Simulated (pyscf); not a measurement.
H₂N–SiH₂–F + NH₂• → •HN–SiH₂–F + NH₃, a hydrogen abstraction (doublet surface; H–N broken, H–N formed). Optimised with ωB97X-D3(BJ)/def2-SVP in PySCF. Energies in kcal/mol from the separated reactants.

Small-basis levels: PySCF, no dispersion term, spherical d functions. AM1 to PM7: differences of heats of formation from MOPAC, which are fitted to 298 K values and so differ in kind from electronic energies by zero-point and thermal terms. Open shells are spin-unrestricted. 

```json
[
 {"level": "PBE/6-31G*", "barrier": "0.0", "reaction energy": "+3.5"},
 {"level": "B3LYP/LANL2DZ", "barrier": "11.7", "reaction energy": "+10.1"},
 {"level": "B3LYP/6-31G*", "barrier": "8.9", "reaction energy": "+4.4"},
 {"level": "M06-2X/6-31G*", "barrier": "11.2", "reaction energy": "+5.3"},
 {"level": "PBE/def2-SVP", "barrier": "-2.2", "reaction energy": "+4.0"},
 {"level": "B3LYP/def2-SVP", "barrier": "6.9", "reaction energy": "+5.1"},
 {"level": "AM1", "barrier": "47.7", "reaction energy": "+10.1"},
 {"level": "ωB97M-D3(BJ)/def2-TZVP", "barrier": "13.6", "reaction energy": "+4.8"}
]
```

Against the last row the barrier runs from -15.8 (PBE/def2-SVP) to +34.1 kcal/mol (AM1). At PBE/6-31G*, PBE/def2-SVP this geometry lies under one side, so the entry may be no barrier of that level: it is a single point on another level's saddle. ωB97M-D3(BJ)/def2-TZVP has limits of its own. On the reactant side the descent ends in a complex, 5.1 kcal/mol under the separated species and 18.6 kcal/mol under the saddle at ωB97X-D3(BJ)/def2-TZVP. •HN–SiH₂–F lies 17.7 kcal/mol over its isomer H₂N–SiH•–F (electronic energy, ωB97M-D3(BJ)/def2-TZVP). This is the saddle that the search found; another between the same sides may lie lower. The angle at the transferred H is 150°.
